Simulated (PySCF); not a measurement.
Species: C5H3Cl.
Geometry (GFN2-xTB, Å), atoms numbered from 1 in this order:
```
atom  x, y, z in Å
C1     2.1794   -0.6834   -0.1920
C2     0.9846   -0.6690   -0.1247
C3    -0.4550   -0.6433   -0.0016
Cl4   -0.9254   -1.3762    1.6078
C5    -0.9636    0.7078   -0.0689
C6    -1.3729    1.8325   -0.0877
H7     3.2253   -0.7016   -0.2706
H8    -0.9225   -1.2768   -0.7632
H9    -1.7363    2.8160   -0.1243
```

The closed-shell SCF was solved with PySCF and density fitting under several settings on one GFN2-xTB geometry (grid level 2 and gas phase unless stated).

```json
{"settings": "PBE0/pcSseg-1", "basis functions": "124", "SCF cycles": "14", "E (Eh)": "-651.9431", "HOMO (eV)": "-8.22", "LUMO (eV)": "-1.19", "dipole (D)": "1.78"}
{"settings": "PBE0/def2-SVPD", "basis functions": "151", "SCF cycles": "13", "E (Eh)": "-651.7121", "HOMO (eV)": "-8.24", "LUMO (eV)": "-1.30", "dipole (D)": "1.75"}
{"settings": "B97-D/aug-cc-pVDZ, energy threshold 1e-11 Eh, level shift 0.2 Eh", "basis functions": "169", "SCF cycles": "14", "E (Eh)": "-652.2757", "HOMO (eV)": "-6.89", "LUMO (eV)": "-2.15", "dipole (D)": "1.71"}
{"settings": "mPW1PW91/def2-SVP, grid level 1, damping 0.1 at the start, DIIS from the seventh cycle", "basis functions": "103", "SCF cycles": "19", "E (Eh)": "-652.0533", "HOMO (eV)": "-8.09", "LUMO (eV)": "-0.94", "dipole (D)": "1.62"}
{"settings": "PBE0/IGLO-III", "basis functions": "249", "SCF cycles": "14", "E (Eh)": "-652.0667", "HOMO (eV)": "-8.16", "LUMO (eV)": "-1.19", "dipole (D)": "1.50"}
{"settings": "PBE0/MINI, start guess sap, damping 0.2 at the start, DIIS from the seventh cycle", "basis functions": "37", "SCF cycles": "17", "E (Eh)": "-648.1674", "HOMO (eV)": "-9.68", "LUMO (eV)": "-2.73", "dipole (D)": "1.16"}
```

Problem. Estimate the rows for these settings: (1) B97-2/Sadlej pVTZ; (2) B3LYP/pcSseg-1, start guess huckel.

Solution. 
| settings | basis functions | SCF cycles | E (Eh) | HOMO (eV) | LUMO (eV) | dipole (D) |
| --- | --- | --- | --- | --- | --- | --- |
| B97-2/Sadlej pVTZ | 179 | 14 | -652.3788 | -7.92 | -1.36 | 1.69 |
| B3LYP/pcSseg-1, start guess huckel | 124 | 17 | -652.3592 | -7.93 | -1.38 | 1.75 |

Problem. Over all rows, what range does the HOMO–LUMO gap span?

Solution. From 4.74 eV (B97-D/aug-cc-pVDZ, energy threshold 1e-11 Eh, level shift 0.2 Eh) to 7.15 eV (mPW1PW91/def2-SVP, grid level 1, damping 0.1 at the start, DIIS from the seventh cycle). The functional of the narrowest has no exact exchange, that of the widest 25 % exact exchange.

Problem. Compare two rows with the functional PBE0: PBE0/MINI, start guess sap, damping 0.2 at the start, DIIS from the seventh cycle and PBE0/def2-SVPD. Which energy is lower, and by how much?

Solution. PBE0/def2-SVPD (151 functions) lies 3.5447 Eh or 2224 kcal/mol below PBE0/MINI, start guess sap, damping 0.2 at the start, DIIS from the seventh cycle (37 functions).

B97-D ran without the empirical dispersion term, which would shift the total energy alone. Cycle counts include a coarse-grid stage where the run had one.
